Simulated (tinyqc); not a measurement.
Inside a calculation. Method: RKS/B3LYP (VWN-RPA form) in the sto-3g basis, for H2O, spin multiplicity 1. One step of it, computed by the program tinyqc.

Question. Iteration 1: building the Kohn-Sham matrix. J_ij = sum D_kl (ij|kl), K_ij = sum D_kl (ik|jl); F = H + J - 0.1 K + V_xc; E = tr D H + tr D J / 2 - 0.05 tr D K + E_xc + E_nn.

D at the start:
```
            1O 1s      1O 2s    1O 2px     1O 2py     1O 2pz      2H 1s      3H 1s
1O 1s    2.134748  -0.608686  0.000000   0.000000  -0.062304   0.086616   0.086616
1O 2s   -0.608686   2.743319  0.000000   0.000000   0.386589  -0.389762  -0.389762
1O 2px   0.000000   0.000000  2.000000   0.000000   0.000000   0.000000   0.000000
1O 2py   0.000000   0.000000  0.000000   2.352180   0.000000  -0.371650   0.371650
1O 2pz  -0.062304   0.386589  0.000000   0.000000   2.232359  -0.275065  -0.275065
2H 1s    0.086616  -0.389762  0.000000  -0.371650  -0.275065   0.136353   0.018909
3H 1s    0.086616  -0.389762  0.000000   0.371650  -0.275065   0.018909   0.136353
```

core Hamiltonian H = T + V (hartree):
```
             1O 1s      1O 2s     1O 2px     1O 2py     1O 2pz      2H 1s      3H 1s
1O 1s   -32.730239  -7.615011   0.000000   0.000000  -0.021287  -1.783680  -1.783680
1O 2s    -7.615011  -9.343250   0.000000   0.000000  -0.249633  -3.802941  -3.802941
1O 2px    0.000000   0.000000  -7.464541   0.000000   0.000000   0.000000   0.000000
1O 2py    0.000000   0.000000   0.000000  -7.603441   0.000000  -1.914526   1.914526
1O 2pz   -0.021287  -0.249633   0.000000   0.000000  -7.580319  -1.838220  -1.838220
2H 1s    -1.783680  -3.802941   0.000000  -1.914526  -1.838220  -5.134333  -1.860800
3H 1s    -1.783680  -3.802941   0.000000   1.914526  -1.838220  -1.860800  -5.134333
```

Two-electron integrals (ij|kl) in chemists' order, unique and non-zero (hartree):
```
(11|11) 4.785065    (21|11) 0.741380    (21|21) 0.136873    (22|11) 1.118947
(22|21) 0.256633    (22|22) 0.817206    (31|31) 0.024477    (32|31) 0.037809
(32|32) 0.180518    (33|11) 1.115814    (33|21) 0.256684    (33|22) 0.817023
(33|33) 0.880159    (41|41) 0.024477    (42|41) 0.037809    (42|42) 0.180518
(43|43) 0.047444    (44|11) 1.115814    (44|21) 0.256684    (44|22) 0.817023
(44|33) 0.785270    (44|44) 0.880159    (51|51) 0.024477    (52|51) 0.037809
(52|52) 0.180518    (53|53) 0.047444    (54|54) 0.047444    (55|11) 1.115814
(55|21) 0.256684    (55|22) 0.817023    (55|33) 0.785270    (55|44) 0.785270
(55|55) 0.880159    (61|11) 0.175125    (61|21) 0.032041    (61|22) 0.059633
(61|33) 0.059520    (61|41) 0.001087    (61|42) 0.002028    (61|44) 0.059708
(61|51) 0.000992    (61|52) 0.001852    (61|54) 0.000172    (61|55) 0.059677
(61|61) 0.007598    (62|11) 0.409233    (62|21) 0.094961    (62|22) 0.332831
(62|33) 0.327323    (62|41) 0.005239    (62|42) 0.039357    (62|44) 0.336166
(62|51) 0.004783    (62|52) 0.035932    (62|54) 0.008073    (62|55) 0.334694
(62|61) 0.022630    (62|62) 0.165254    (63|31) 0.010138    (63|32) 0.058276
(63|43) 0.008260    (63|53) 0.007541    (63|63) 0.024072    (64|11) 0.212263
(64|21) 0.049911    (64|22) 0.186855    (64|33) 0.178301    (64|41) 0.012563
(64|42) 0.079323    (64|44) 0.199695    (64|51) 0.002214    (64|52) 0.019215
(64|54) 0.011991    (64|55) 0.182364    (64|61) 0.012441    (64|62) 0.112691
(64|64) 0.100071    (65|11) 0.193792    (65|21) 0.045568    (65|22) 0.170595
(65|33) 0.162786    (65|41) 0.002214    (65|42) 0.019215    (65|44) 0.167235
(65|51) 0.012159    (65|52) 0.075819    (65|54) 0.012322    (65|55) 0.181577
(65|61) 0.011359    (65|62) 0.102885    (65|64) 0.069386    (65|65) 0.087420
(66|11) 0.535797    (66|21) 0.126350    (66|22) 0.506159    (66|33) 0.485532
(66|41) 0.009356    (66|42) 0.095576    (66|44) 0.518947    (66|51) 0.008542
(66|52) 0.087260    (66|54) 0.030508    (66|55) 0.513385    (66|61) 0.030410
(66|62) 0.310691    (66|64) 0.242077    (66|65) 0.221012    (66|66) 0.774606
(71|11) 0.175125    (71|21) 0.032041    (71|22) 0.059633    (71|33) 0.059520
(71|41) -0.001087   (71|42) -0.002028   (71|44) 0.059708    (71|51) 0.000992
(71|52) 0.001852    (71|54) -0.000172   (71|55) 0.059677    (71|61) 0.007495
(71|62) 0.022009    (71|64) 0.011008    (71|65) 0.011052    (71|66) 0.029249
(71|71) 0.007598    (72|11) 0.409233    (72|21) 0.094961    (72|22) 0.332831
(72|33) 0.327323    (72|41) -0.005239   (72|42) -0.039357   (72|44) 0.336166
(72|51) 0.004783    (72|52) 0.035932    (72|54) -0.008073   (72|55) 0.334694
(72|61) 0.022009    (72|62) 0.138263    (72|64) 0.064329    (72|65) 0.083942
(72|66) 0.218550    (72|71) 0.022630    (72|72) 0.165254    (73|31) 0.010138
(73|32) 0.058276    (73|43) -0.008260   (73|53) 0.007541    (73|63) 0.019616
(73|73) 0.024072    (74|11) -0.212263   (74|21) -0.049911   (74|22) -0.186855
(74|33) -0.178301   (74|41) 0.012563    (74|42) 0.079323    (74|44) -0.199695
(74|51) -0.002214   (74|52) -0.019215   (74|54) 0.011991    (74|55) -0.182364
(74|61) -0.011008   (74|62) -0.064329   (74|64) -0.010653   (74|65) -0.038104
(74|66) -0.088042   (74|71) -0.012441   (74|72) -0.112691   (74|74) 0.100071
(75|11) 0.193792    (75|21) 0.045568    (75|22) 0.170595    (75|33) 0.162786
(75|41) -0.002214   (75|42) -0.019215   (75|44) 0.167235    (75|51) 0.012159
(75|52) 0.075819    (75|54) -0.012322   (75|55) 0.181577    (75|61) 0.011052
(75|62) 0.083942    (75|64) 0.038104    (75|65) 0.069809    (75|66) 0.146183
(75|71) 0.011359    (75|72) 0.102885    (75|74) -0.069386   (75|75) 0.087420
(76|11) 0.184671    (76|21) 0.043273    (76|22) 0.165048    (76|33) 0.160918
(76|44) 0.163695    (76|51) 0.003398    (76|52) 0.030463    (76|55) 0.170355
(76|61) 0.010237    (76|62) 0.082777    (76|64) 0.048374    (76|65) 0.057936
(76|66) 0.162645    (76|71) 0.010237    (76|72) 0.082777    (76|74) -0.048374
(76|75) 0.057936    (76|76) 0.050462    (77|11) 0.535797    (77|21) 0.126350
(77|22) 0.506159    (77|33) 0.485532    (77|41) -0.009356   (77|42) -0.095576
(77|44) 0.518947    (77|51) 0.008542    (77|52) 0.087260    (77|54) -0.030508
(77|55) 0.513385    (77|61) 0.029249    (77|62) 0.218550    (77|64) 0.088042
(77|65) 0.146183    (77|66) 0.367107    (77|71) 0.030410    (77|72) 0.310691
(77|74) -0.242077   (77|75) 0.221012    (77|76) 0.162645    (77|77) 0.774606
```

nuclear repulsion = 9.29731358 hartree

V_xc (hartree):
```
            1O 1s      1O 2s     1O 2px     1O 2py     1O 2pz      2H 1s      3H 1s
1O 1s   -2.517907  -0.357056   0.000000   0.000000  -0.001424  -0.084978  -0.084978
1O 2s   -0.357056  -0.692935   0.000000   0.000000  -0.003896  -0.254860  -0.254860
1O 2px   0.000000   0.000000  -0.687222   0.000000   0.000000   0.000000   0.000000
1O 2py   0.000000   0.000000   0.000000  -0.687909   0.000000  -0.133222   0.133222
1O 2pz  -0.001424  -0.003896   0.000000   0.000000  -0.691023  -0.123040  -0.123040
2H 1s   -0.084978  -0.254860   0.000000  -0.133222  -0.123040  -0.313881  -0.108702
3H 1s   -0.084978  -0.254860   0.000000   0.133222  -0.123040  -0.108702  -0.313881
```

E_xc = sum of w rho eps_xc = -8.37499657 hartree

Give: Coulomb J; exchange K; Kohn-Sham matrix F; total energy of this density.

Answer.

Coulomb J (hartree):
```
         1O 1s   1O 2s  1O 2px  1O 2py  1O 2pz  2H 1s   3H 1s
1O 1s   18.776   3.585   0.000   0.000   0.005  0.839   0.839
1O 2s    3.585   8.878   0.000   0.000  -0.008  3.503   3.503
1O 2px   0.000   0.000   8.876   0.000   0.000  0.000   0.000
1O 2py   0.000   0.000   0.000   8.868   0.000  1.924  -1.924
1O 2pz   0.005  -0.008   0.000   0.000   8.868  1.752   1.752
2H 1s    0.839   3.503   0.000   1.924   1.752  5.095   1.690
3H 1s    0.839   3.503   0.000  -1.924   1.752  1.690   5.095
```

exchange K (hartree):
```
        1O 1s  1O 2s  1O 2px  1O 2py  1O 2pz  2H 1s   3H 1s
1O 1s   9.859  1.725   0.000   0.000   0.002  0.423   0.423
1O 2s   1.725  2.877   0.000   0.000   0.000  0.997   0.997
1O 2px  0.000  0.000   2.379   0.000   0.000  0.000   0.000
1O 2py  0.000  0.000   0.000   2.370   0.000  0.410  -0.410
1O 2pz  0.002  0.000   0.000   0.000   2.367  0.371   0.371
2H 1s   0.423  0.997   0.000   0.410   0.371  0.520   0.343
3H 1s   0.423  0.997   0.000  -0.410   0.371  0.343   0.520
```

Kohn-Sham matrix F (hartree):
```
          1O 1s   1O 2s  1O 2px  1O 2py  1O 2pz   2H 1s   3H 1s
1O 1s   -17.458  -4.560   0.000   0.000  -0.018  -1.072  -1.072
1O 2s    -4.560  -1.445   0.000   0.000  -0.261  -0.655  -0.655
1O 2px    0.000   0.000   0.486   0.000   0.000   0.000   0.000
1O 2py    0.000   0.000   0.000   0.340   0.000  -0.164   0.164
1O 2pz   -0.018  -0.261   0.000   0.000   0.360  -0.247  -0.247
2H 1s    -1.072  -0.655   0.000  -0.164  -0.247  -0.405  -0.314
3H 1s    -1.072  -0.655   0.000   0.164  -0.247  -0.314  -0.405
```

total energy of this density = -73.55100 hartree
